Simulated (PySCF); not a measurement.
1-chloro-1-fluoroethane, C2H4ClF.
SMILES with atom numbers: `[CH3:1][C@@H:2]([F:3])[Cl:4]` (hydrogens: H5, H6, H7 on C1; H8 on C2)

Computed with PySCF at wB97X-D/pcSseg-2, non-relativistic, on one gas-phase PBE0-D3(BJ)/def2-TZVP geometry that isn't relaxed in the solvent. The solvent is an IEF-PCM continuum (van der Waals radii × 1.2). Specific hydrogen bonds and non-electrostatic terms are outside this model.

Gas phase at wB97X-D/pcSseg-2: HOMO -10.68 eV, LUMO 2.20 eV, dipole 2.31 D.

**Question.** What does the continuum do to the energy, the frontier levels and the dipole at wB97X-D/pcSseg-2 in chloroform?

**Answer.** 
```
   solvent      ε  E(solvent) − E(gas) (kcal/mol)  polarisation term (kcal/mol)  distortion of the solute (kcal/mol)  HOMO (eV)  LUMO (eV)  dipole (D)
chloroform  4.711                           -2.56                         -2.87                                 0.31     -10.69       2.43        2.74
```

The first energy column is the sum of the next two and covers electrostatics alone.

**Question.** Which radius a makes the point-dipole formula ΔE = −[(ε − 1)/(2ε + 1)]·μ²/a³ give the value in chloroform, with the gas-phase dipole?

**Answer.** μ = 0.907 au and |ΔE| = 0.00408 Eh give a = 2.20 Å; the farthest nucleus lies 2.08 Å from the centroid of the nuclei. The formula assumes a rigid point dipole at the centre of a sphere.

Note: wB97X-D ran without an empirical dispersion term, which enters the total energy and its gradient alone.
